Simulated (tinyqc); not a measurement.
Worked calculation: MP2 on RHF in the sto-6g basis, frozen core, for LiH, spin multiplicity 1. One step of it, computed by the program tinyqc.

Question. Orthogonalisation. S = U s U^T; symmetric (Loewdin) form X = U s^(-1/2) U^T, so that X^T S X = 1.

overlap S, lower triangle:
```
           1Li 1s    1Li 2s   1Li 2px   1Li 2py   1Li 2pz     2H 1s
1Li 1s   1.000000
1Li 2s   0.235742  1.000000
1Li 2px  0.000000  0.000000  1.000000
1Li 2py  0.000000  0.000000  0.000000  1.000000
1Li 2pz  0.000000  0.000000  0.000000  0.000000  1.000000
2H 1s    0.082726  0.419524  0.000000  0.000000  0.526917  1.000000
```

Give: eigenvalues of S; X.

Answer.

eigenvalues of S: 0.323  0.802  1.000  1.000  1.162  1.713

X, lower triangle:
```
         1Li 1s  1Li 2s  1Li 2px  1Li 2py  1Li 2pz  2H 1s
1Li 1s    1.022
1Li 2s   -0.123   1.124
1Li 2px   0.000   0.000    1.000
1Li 2py   0.000   0.000    0.000    1.000
1Li 2pz  -0.001   0.128    0.000    0.000    1.160
2H 1s    -0.003  -0.305    0.000    0.000   -0.382  1.262
```
